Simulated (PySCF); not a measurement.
# CH2OS, a complex of two parts: interaction energy, part 3 of 3

PySCF 2.14.0. Atoms count from 0, parts from 1.

## 8. Coupled-cluster interaction energy: CCSD(T) and MP2, 2.55 Å

What the job is given:

```
{"job": {"kind": "intercc", "basis": "aug-cc-pVDZ", "basis_mid": "aug-cc-pVTZ", "basis_large": "aug-cc-pVQZ"}, "charge": 0, "multiplicity": 1, "parts": [{"atoms": "0-2", "charge": 0, "multiplicity": 1}, {"atoms": "3-4", "charge": 0, "multiplicity": 1}]}
S     -0.154818     0.758807     0.144556
H     -1.010273    -0.222312    -0.180633
H      0.905965     0.032716    -0.241242
C      1.919242    -2.148781     0.594805
O      1.778809    -2.905494     1.412473
```

Level: CCSD(T)/aug-cc-pVDZ and MP2/aug-cc-pVTZ, aug-cc-pVQZ counterpoise interaction energy, frozen core, gas phase.

Standard output:

```text
part 1, own basis, geometry of the cluster: E = -398.7137453404 (as before)

part 2, own basis, geometry of the cluster: E = -112.7819258164 (as before)

part 1, own basis, relaxed alone: E = -398.7137498597 (as before)

part 2, own basis, relaxed alone: E = -112.7818709289 (as before)

cluster
final grid: 5040 points
cycle   1  E = -511.4936556293  dE = -9.760e-04  |g| = 1.025e-02  |ddm| = 3.043e-01
cycle   2  E = -511.4937135712  dE = -5.794e-05  |g| = 4.852e-03  |ddm| = 4.221e-02
cycle   3  E = -511.4937202700  dE = -6.699e-06  |g| = 2.551e-03  |ddm| = 9.084e-03
cycle   4  E = -511.4937224223  dE = -2.152e-06  |g| = 3.739e-04  |ddm| = 5.008e-03
cycle   5  E = -511.4937225393  dE = -1.170e-07  |g| = 1.247e-04  |ddm| = 1.092e-03
cycle   6  E = -511.4937225551  dE = -1.587e-08  |g| = 4.016e-05  |ddm| = 4.474e-04
cycle   7  E = -511.4937225570  dE = -1.852e-09  |g| = 1.367e-05  |ddm| = 1.484e-04
cycle   8  E = -511.4937225572  dE = -2.078e-10  |g| = 4.994e-06  |ddm| = 4.798e-05
converged SCF energy = -511.4937225572

part 1 in the basis of the cluster
final grid: 5040 points
cycle   1  E = -398.7137654960  dE = -2.015e-05  |g| = 8.035e-04  |ddm| = 1.517e-01
cycle   2  E = -398.7137658081  dE = -3.121e-07  |g| = 1.172e-04  |ddm| = 1.823e-02
cycle   3  E = -398.7137658170  dE = -8.906e-09  |g| = 1.022e-05  |ddm| = 2.919e-03
cycle   4  E = -398.7137658171  dE = -8.322e-11  |g| = 1.682e-06  |ddm| = 1.539e-04
converged SCF energy = -398.7137658171

part 2 in the basis of the cluster
final grid: 5040 points
cycle   1  E = -112.7820119299  dE = -8.549e-05  |g| = 1.747e-03  |ddm| = 2.224e-01
cycle   2  E = -112.7820132201  dE = -1.290e-06  |g| = 2.518e-04  |ddm| = 2.449e-02
cycle   3  E = -112.7820132535  dE = -3.348e-08  |g| = 2.153e-05  |ddm| = 3.769e-03
cycle   4  E = -112.7820132538  dE = -2.338e-10  |g| = 1.011e-05  |ddm| = 1.384e-04
converged SCF energy = -112.7820132538

Interaction energy (kcal/mol)
  counterpoise       -0.535
  uncorrected        -0.858
  dispersion part     0.000
  deformation         0.026
  binding            -0.509

Decomposition of the uncorrected value (kcal/mol)
  electrostatic      -1.577
  Pauli               3.454
  orbital            -0.654
  dispersion          0.000
  correlation        -2.081

Charge of each part in the cluster: -0.002 0.002
part 1, own basis, geometry of the cluster: E = -398.7180342839 (as before)

part 2, own basis, geometry of the cluster: E = -112.7895565866 (as before)

part 1, own basis, relaxed alone: E = -398.7180395182 (as before)

part 2, own basis, relaxed alone: E = -112.7894960282 (as before)

cluster
final grid: 5040 points
cycle   1  E = -511.5055046744  dE = -9.422e-04  |g| = 1.026e-02  |ddm| = 2.663e-01
cycle   2  E = -511.5055641795  dE = -5.951e-05  |g| = 4.826e-03  |ddm| = 3.519e-02
cycle   3  E = -511.5055710180  dE = -6.838e-06  |g| = 2.577e-03  |ddm| = 8.890e-03
cycle   4  E = -511.5055732209  dE = -2.203e-06  |g| = 3.877e-04  |ddm| = 5.062e-03
cycle   5  E = -511.5055733397  dE = -1.189e-07  |g| = 1.323e-04  |ddm| = 1.291e-03
cycle   6  E = -511.5055733578  dE = -1.804e-08  |g| = 4.146e-05  |ddm| = 5.702e-04
cycle   7  E = -511.5055733597  dE = -1.967e-09  |g| = 1.396e-05  |ddm| = 1.761e-04
cycle   8  E = -511.5055733600  dE = -2.218e-10  |g| = 5.133e-06  |ddm| = 5.298e-05
converged SCF energy = -511.5055733600

part 1 in the basis of the cluster
final grid: 5040 points
cycle   1  E = -398.7180427441  dE = -8.098e-06  |g| = 4.918e-04  |ddm| = 1.147e-01
cycle   2  E = -398.7180428613  dE = -1.172e-07  |g| = 6.925e-05  |ddm| = 1.336e-02
cycle   3  E = -398.7180428645  dE = -3.187e-09  |g| = 5.895e-06  |ddm| = 2.152e-03
cycle   4  E = -398.7180428645  dE = -3.007e-11  |g| = 8.745e-07  |ddm| = 1.268e-04
converged SCF energy = -398.7180428645

part 2 in the basis of the cluster
final grid: 5040 points
cycle   1  E = -112.7895843287  dE = -2.711e-05  |g| = 9.402e-04  |ddm| = 2.065e-01
cycle   2  E = -112.7895846849  dE = -3.562e-07  |g| = 1.210e-04  |ddm| = 2.095e-02
cycle   3  E = -112.7895846921  dE = -7.213e-09  |g| = 1.075e-05  |ddm| = 2.812e-03
cycle   4  E = -112.7895846922  dE = -2.930e-11  |g| = 7.520e-06  |ddm| = 7.782e-05
converged SCF energy = -112.7895846922

Interaction energy (kcal/mol)
  counterpoise       -0.610
  uncorrected        -0.771
  dispersion part     0.000
  deformation         0.020
  binding            -0.590

Decomposition of the uncorrected value (kcal/mol)
  electrostatic      -1.562
  Pauli               3.463
  orbital            -0.634
  dispersion          0.000
  correlation        -2.037

Charge of each part in the cluster: -0.002 0.002
part 1 in the basis of the cluster: E(HF) = -398.698149654  E2 = -0.155453750  E(CCSD corr) = -0.178103925  (T) = -0.004896105
part 2 in the basis of the cluster: E(HF) = -112.755349512  E2 = -0.298596914  E(CCSD corr) = -0.305811146  (T) = -0.012206775
cluster: E(HF) = -511.451450325  E2 = -0.456530677  E(CCSD corr) = -0.485746726  (T) = -0.017454926

Counterpoise interaction energy (kcal/mol)
  hf_small                   1.286
  mp2_small                 -0.271
  ccsd_small                 0.136
  ccsdt_small               -0.085
  hf_large                   1.289
  mp2_large                 -0.610
  hf_middle                  1.290
  mp2_middle                -0.535
  scs_mp2_large             -0.213
  mp2_limit                 -0.664
  ccsdt_less_mp2             0.186
  ccsdt_limit_estimate      -0.478
  bsse_mp2_large             0.160
```

It took 56 s on 1 thread of Arm Neoverse V1, shared host; peak memory 0.92 GiB.

Contacts at this geometry (a selection, picked against the atoms' radii; other short pairs can be missing):

| atoms | distance (Å) | kind (by distance and angle) | angle (°) |
| --- | --- | --- | --- |
| H2···C3 | 2.55 | inside the van der Waals sum | – |

Differences are taken before rounding.

```
                 method  interaction energy (kcal/mol)  from CCSD(T), limit estimate (kcal/mol)
         HF/aug-cc-pVDZ                           1.29                                    +1.76
        MP2/aug-cc-pVDZ                          -0.27                                    +0.21
       CCSD/aug-cc-pVDZ                           0.14                                    +0.61
    CCSD(T)/aug-cc-pVDZ                          -0.08                                    +0.39
         HF/aug-cc-pVQZ                           1.29                                    +1.77
        MP2/aug-cc-pVQZ                          -0.61                                    -0.13
    SCS-MP2/aug-cc-pVQZ                          -0.21                                    +0.27
      MP2, extrapolated                          -0.66                                    -0.19
CCSD(T), limit estimate                          -0.48                                        0
```

## 9. Coupled-cluster interaction energy: CCSD(T) and MP2, 4.24 Å

The job, as its differences from that of step 8:

```diff
@@ -4,3 +4,3 @@
 H      0.905965     0.032716    -0.241242
-C      1.919242    -2.148781     0.594805
-O      1.778809    -2.905494     1.412473
+C      2.594760    -3.603113     1.152169
+O      2.454326    -4.359826     1.969838
```

Level: CCSD(T)/aug-cc-pVDZ and MP2/aug-cc-pVTZ, aug-cc-pVQZ counterpoise interaction energy, frozen core, gas phase.

Standard output:

```text
part 1, own basis, geometry of the cluster: E = -398.7137453404 (as before)

part 2, own basis, geometry of the cluster: E = -112.7819258164 (as before)

part 1, own basis, relaxed alone: E = -398.7137498597 (as before)

part 2, own basis, relaxed alone: E = -112.7818709289 (as before)

cluster
final grid: 5040 points
cycle   1  E = -511.4958066132  dE = -2.967e-05  |g| = 1.834e-03  |ddm| = 1.194e-01
cycle   2  E = -511.4958075249  dE = -9.118e-07  |g| = 1.238e-03  |ddm| = 1.238e-02
cycle   3  E = -511.4958078014  dE = -2.764e-07  |g| = 2.691e-04  |ddm| = 1.643e-03
cycle   4  E = -511.4958078348  dE = -3.347e-08  |g| = 5.183e-05  |ddm| = 1.018e-03
cycle   5  E = -511.4958078371  dE = -2.229e-09  |g| = 1.735e-05  |ddm| = 1.838e-04
cycle   6  E = -511.4958078373  dE = -2.684e-10  |g| = 6.279e-06  |ddm| = 6.905e-05
converged SCF energy = -511.4958078373

part 1 in the basis of the cluster
final grid: 5040 points
cycle   1  E = -398.7137493275  dE = -4.141e-06  |g| = 3.531e-04  |ddm| = 3.639e-02
cycle   2  E = -398.7137494144  dE = -8.690e-08  |g| = 5.886e-05  |ddm| = 4.586e-03
cycle   3  E = -398.7137494175  dE = -3.115e-09  |g| = 5.384e-06  |ddm| = 8.616e-04
cycle   4  E = -398.7137494176  dE = -3.035e-11  |g| = 8.207e-07  |ddm| = 6.186e-05
converged SCF energy = -398.7137494176

part 2 in the basis of the cluster
final grid: 5040 points
cycle   1  E = -112.7819442978  dE = -1.855e-05  |g| = 6.927e-04  |ddm| = 1.142e-01
cycle   2  E = -112.7819445352  dE = -2.374e-07  |g| = 9.046e-05  |ddm| = 1.159e-02
cycle   3  E = -112.7819445400  dE = -4.749e-09  |g| = 9.612e-06  |ddm| = 1.670e-03
cycle   4  E = -112.7819445400  dE = -2.456e-11  |g| = 6.858e-06  |ddm| = 4.663e-05
converged SCF energy = -112.7819445400

Interaction energy (kcal/mol)
  counterpoise       -0.271
  uncorrected        -0.323
  dispersion part     0.000
  deformation         0.026
  binding            -0.246

Decomposition of the uncorrected value (kcal/mol)
  electrostatic      -0.079
  Pauli               0.013
  orbital            -0.019
  dispersion          0.000
  correlation        -0.237

Charge of each part in the cluster: -0.000 0.000
part 1, own basis, geometry of the cluster: E = -398.7180342839 (as before)

part 2, own basis, geometry of the cluster: E = -112.7895565866 (as before)

part 1, own basis, relaxed alone: E = -398.7180395182 (as before)

part 2, own basis, relaxed alone: E = -112.7894960282 (as before)

cluster
final grid: 5040 points
cycle   1  E = -511.5077107272  dE = -1.598e-05  |g| = 1.733e-03  |ddm| = 1.040e-01
cycle   2  E = -511.5077114505  dE = -7.233e-07  |g| = 1.229e-03  |ddm| = 1.106e-02
cycle   3  E = -511.5077117218  dE = -2.713e-07  |g| = 2.430e-04  |ddm| = 1.550e-03
cycle   4  E = -511.5077117542  dE = -3.239e-08  |g| = 4.991e-05  |ddm| = 1.035e-03
cycle   5  E = -511.5077117561  dE = -1.907e-09  |g| = 1.758e-05  |ddm| = 1.692e-04
cycle   6  E = -511.5077117564  dE = -2.722e-10  |g| = 6.114e-06  |ddm| = 7.763e-05
converged SCF energy = -511.5077117564

part 1 in the basis of the cluster
final grid: 5040 points
cycle   1  E = -398.7180356894  dE = -1.500e-06  |g| = 1.926e-04  |ddm| = 4.037e-02
cycle   2  E = -398.7180357131  dE = -2.364e-08  |g| = 2.819e-05  |ddm| = 4.464e-03
cycle   3  E = -398.7180357137  dE = -6.544e-10  |g| = 2.203e-06  |ddm| = 7.019e-04
converged SCF energy = -398.7180357137

part 2 in the basis of the cluster
final grid: 5040 points
cycle   1  E = -112.7895643455  dE = -7.816e-06  |g| = 4.838e-04  |ddm| = 9.173e-02
cycle   2  E = -112.7895644621  dE = -1.166e-07  |g| = 6.571e-05  |ddm| = 9.122e-03
cycle   3  E = -112.7895644645  dE = -2.386e-09  |g| = 6.572e-06  |ddm| = 1.222e-03
cycle   4  E = -112.7895644645  dE = -8.470e-12  |g| = 4.678e-06  |ddm| = 3.336e-05
converged SCF energy = -112.7895644645

Interaction energy (kcal/mol)
  counterpoise       -0.271
  uncorrected        -0.295
  dispersion part     0.000
  deformation         0.020
  binding            -0.250

Decomposition of the uncorrected value (kcal/mol)
  electrostatic      -0.078
  Pauli               0.013
  orbital            -0.011
  dispersion          0.000
  correlation        -0.219

Charge of each part in the cluster: -0.000 0.000
part 1 in the basis of the cluster: E(HF) = -398.698080494  E2 = -0.155139254  E(CCSD corr) = -0.177791608  (T) = -0.004856356
part 2 in the basis of the cluster: E(HF) = -112.755112201  E2 = -0.298332894  E(CCSD corr) = -0.305550411  (T) = -0.012161732
cluster: E(HF) = -511.453316101  E2 = -0.453784248  E(CCSD corr) = -0.483559826  (T) = -0.017055332

Counterpoise interaction energy (kcal/mol)
  hf_small                  -0.077
  mp2_small                 -0.273
  ccsd_small                -0.214
  ccsdt_small               -0.237
  hf_large                  -0.070
  mp2_large                 -0.271
  hf_middle                 -0.071
  mp2_middle                -0.271
  scs_mp2_large             -0.234
  mp2_limit                 -0.271
  ccsdt_less_mp2             0.036
  ccsdt_limit_estimate      -0.235
  bsse_mp2_large             0.025
```

Wall time 55 s (1 thread of Arm Neoverse V1, shared host); peak memory 0.92 GiB.

Contacts at this geometry (a selection, picked against the atoms' radii; other short pairs can be missing):

| atoms | distance (Å) | kind (by distance and angle) | angle (°) |
| --- | --- | --- | --- |
| S0···C3 | 5.25 | beyond van der Waals contact | – |

Differences are taken before rounding.

| method | interaction energy (kcal/mol) | from CCSD(T), limit estimate (kcal/mol) |
| --- | --- | --- |
| HF/aug-cc-pVDZ | -0.077 | +0.158 |
| MP2/aug-cc-pVDZ | -0.273 | -0.038 |
| CCSD/aug-cc-pVDZ | -0.214 | +0.021 |
| CCSD(T)/aug-cc-pVDZ | -0.237 | -0.002 |
| HF/aug-cc-pVQZ | -0.070 | +0.165 |
| MP2/aug-cc-pVQZ | -0.271 | -0.035 |
| SCS-MP2/aug-cc-pVQZ | -0.234 | +0.001 |
| MP2, extrapolated | -0.271 | -0.036 |
| CCSD(T), limit estimate | -0.235 | 0 |

## 10. Coupled-cluster interaction energy: CCSD(T) and MP2, 5.66 Å

The job, as its differences from that of step 9:

```diff
@@ -4,3 +4,3 @@
 H      0.905965     0.032716    -0.241242
-C      2.594760    -3.603113     1.152169
-O      2.454326    -4.359826     1.969838
+C      3.157691    -4.815056     1.616640
+O      3.017258    -5.571769     2.434308
```

With the program's defaults for keys left out, this is: CCSD(T)/aug-cc-pVDZ and MP2/aug-cc-pVTZ, aug-cc-pVQZ counterpoise interaction energy, frozen core, gas phase.

Standard output:

```text
part 1, own basis, geometry of the cluster: E = -398.7137453404 (as before)

part 2, own basis, geometry of the cluster: E = -112.7819258164 (as before)

part 1, own basis, relaxed alone: E = -398.7137498597 (as before)

part 2, own basis, relaxed alone: E = -112.7818709289 (as before)

cluster
final grid: 5040 points
cycle   1  E = -511.4957072974  dE = -4.224e-06  |g| = 8.127e-04  |ddm| = 3.394e-02
cycle   2  E = -511.4957074407  dE = -1.433e-07  |g| = 5.887e-04  |ddm| = 3.971e-03
cycle   3  E = -511.4957075017  dE = -6.094e-08  |g| = 1.005e-04  |ddm| = 7.037e-04
cycle   4  E = -511.4957075068  dE = -5.178e-09  |g| = 2.033e-05  |ddm| = 4.440e-04
cycle   5  E = -511.4957075072  dE = -3.242e-10  |g| = 7.250e-06  |ddm| = 6.060e-05
converged SCF energy = -511.4957075072

part 1 in the basis of the cluster
final grid: 5040 points
cycle   1  E = -398.7137465018  dE = -1.190e-06  |g| = 1.640e-04  |ddm| = 1.836e-02
cycle   2  E = -398.7137465238  dE = -2.199e-08  |g| = 2.567e-05  |ddm| = 2.668e-03
cycle   3  E = -398.7137465244  dE = -6.357e-10  |g| = 2.028e-06  |ddm| = 5.221e-04
converged SCF energy = -398.7137465244

part 2 in the basis of the cluster
final grid: 5040 points
cycle   1  E = -112.7819278815  dE = -2.065e-06  |g| = 2.037e-04  |ddm| = 2.775e-02
cycle   2  E = -112.7819279080  dE = -2.646e-08  |g| = 2.862e-05  |ddm| = 2.425e-03
cycle   3  E = -112.7819279086  dE = -6.127e-10  |g| = 3.238e-06  |ddm| = 3.841e-04
converged SCF energy = -112.7819279086

Interaction energy (kcal/mol)
  counterpoise       -0.082
  uncorrected        -0.093
  dispersion part     0.000
  deformation         0.026
  binding            -0.057

Decomposition of the uncorrected value (kcal/mol)
  electrostatic      -0.020
  Pauli               0.000
  orbital            -0.003
  dispersion          0.000
  correlation        -0.070

Charge of each part in the cluster: -0.000 0.000
part 1, own basis, geometry of the cluster: E = -398.7180342839 (as before)

part 2, own basis, geometry of the cluster: E = -112.7895565866 (as before)

part 1, own basis, relaxed alone: E = -398.7180395182 (as before)

part 2, own basis, relaxed alone: E = -112.7894960282 (as before)

cluster
final grid: 5040 points
cycle   1  E = -511.5076253268  dE = -3.159e-06  |g| = 7.924e-04  |ddm| = 7.448e-02
cycle   2  E = -511.5076254492  dE = -1.224e-07  |g| = 5.831e-04  |ddm| = 6.810e-03
cycle   3  E = -511.5076255085  dE = -5.938e-08  |g| = 9.664e-05  |ddm| = 7.395e-04
cycle   4  E = -511.5076255136  dE = -5.050e-09  |g| = 2.054e-05  |ddm| = 5.264e-04
cycle   5  E = -511.5076255139  dE = -3.129e-10  |g| = 7.253e-06  |ddm| = 7.338e-05
converged SCF energy = -511.5076255139

part 1 in the basis of the cluster
final grid: 5040 points
cycle   1  E = -398.7180346330  dE = -3.805e-07  |g| = 9.372e-05  |ddm| = 1.549e-02
cycle   2  E = -398.7180346404  dE = -7.351e-09  |g| = 1.524e-05  |ddm| = 1.735e-03
cycle   3  E = -398.7180346406  dE = -2.422e-10  |g| = 1.295e-06  |ddm| = 3.692e-04
converged SCF energy = -398.7180346406

part 2 in the basis of the cluster
final grid: 5040 points
cycle   1  E = -112.7895584222  dE = -1.833e-06  |g| = 1.893e-04  |ddm| = 7.269e-02
cycle   2  E = -112.7895584423  dE = -2.018e-08  |g| = 2.319e-05  |ddm| = 6.420e-03
cycle   3  E = -112.7895584427  dE = -3.408e-10  |g| = 4.073e-06  |ddm| = 7.237e-04
converged SCF energy = -112.7895584427

Interaction energy (kcal/mol)
  counterpoise       -0.082
  uncorrected        -0.087
  dispersion part     0.000
  deformation         0.020
  binding            -0.061

Decomposition of the uncorrected value (kcal/mol)
  electrostatic      -0.020
  Pauli               0.000
  orbital            -0.002
  dispersion          0.000
  correlation        -0.065

Charge of each part in the cluster: -0.000 0.000
part 1 in the basis of the cluster: E(HF) = -398.698072592  E2 = -0.155103422  E(CCSD corr) = -0.177755888  (T) = -0.004852091
part 2 in the basis of the cluster: E(HF) = -112.755100794  E2 = -0.298303180  E(CCSD corr) = -0.305520976  (T) = -0.012156468
cluster: E(HF) = -511.453209505  E2 = -0.453506961  E(CCSD corr) = -0.483341576  (T) = -0.017018301

Counterpoise interaction energy (kcal/mol)
  hf_small                  -0.023
  mp2_small                 -0.086
  ccsd_small                -0.063
  ccsdt_small               -0.069
  hf_large                  -0.020
  mp2_large                 -0.082
  hf_middle                 -0.021
  mp2_middle                -0.083
  scs_mp2_large             -0.072
  mp2_limit                 -0.081
  ccsdt_less_mp2             0.016
  ccsdt_limit_estimate      -0.065
  bsse_mp2_large             0.005
```

Wall time 53 s (1 thread of Arm Neoverse V1, shared host); peak memory 0.92 GiB.

Contacts at this geometry (a selection, picked against the atoms' radii; other short pairs can be missing):

| atoms | distance (Å) | kind (by distance and angle) | angle (°) |
| --- | --- | --- | --- |
| S0···C3 | 6.65 | beyond van der Waals contact | – |

| method | interaction energy (kcal/mol) | from CCSD(T), limit estimate (kcal/mol) |
| --- | --- | --- |
| HF/aug-cc-pVDZ | -0.023 | +0.042 |
| MP2/aug-cc-pVDZ | -0.086 | -0.021 |
| CCSD/aug-cc-pVDZ | -0.063 | +0.002 |
| CCSD(T)/aug-cc-pVDZ | -0.069 | -0.004 |
| HF/aug-cc-pVQZ | -0.020 | +0.045 |
| MP2/aug-cc-pVQZ | -0.082 | -0.017 |
| SCS-MP2/aug-cc-pVQZ | -0.072 | -0.007 |
| MP2, extrapolated | -0.081 | -0.016 |
| CCSD(T), limit estimate | -0.065 | 0 |

## 11. The curve

Counterpoise interaction energies (kcal/mol):

```
H2···C3 (Å)     HF  MP2 limit  CCSD(T) estimate  time
       2.55   1.29      -0.66             -0.48  56 s
       2.69   0.73      -0.83             -0.68  57 s
       2.83   0.38      -0.87             -0.75  57 s
       2.97   0.16      -0.84             -0.74  55 s
       3.11   0.04      -0.78             -0.70  55 s
       3.54  -0.09      -0.55             -0.49  56 s
       4.24  -0.07      -0.27             -0.24  55 s
       5.66  -0.02      -0.08             -0.07  53 s
```

## 12. Results

The summary covers parts 1 to 3.

```
                            quantity                  value
                         point group                     C1
rotational constants (main isotopes)  71.87, 1.79, 1.77 GHz
          CCSD(T) estimate at 2.55 Å         -0.48 kcal/mol
          CCSD(T) estimate at 2.69 Å         -0.68 kcal/mol
          CCSD(T) estimate at 2.83 Å         -0.75 kcal/mol
          CCSD(T) estimate at 2.97 Å         -0.74 kcal/mol
          CCSD(T) estimate at 3.11 Å         -0.70 kcal/mol
          CCSD(T) estimate at 3.54 Å         -0.49 kcal/mol
          CCSD(T) estimate at 4.24 Å         -0.24 kcal/mol
          CCSD(T) estimate at 5.66 Å         -0.07 kcal/mol
```

The optimisation took 6 steps and gained 0.082 eV; among the close pairs (by a distance rule), S0–H2 changed most, from 1.288 to 1.342 Å. No frequency check was run at this level, so the end point may be a saddle. Along the rigid scan the CCSD(T) estimate is lowest at 2.83 Å (-0.75 kcal/mol), where MP2 at the limit misses it by -0.12 and Hartree-Fock by +1.13.
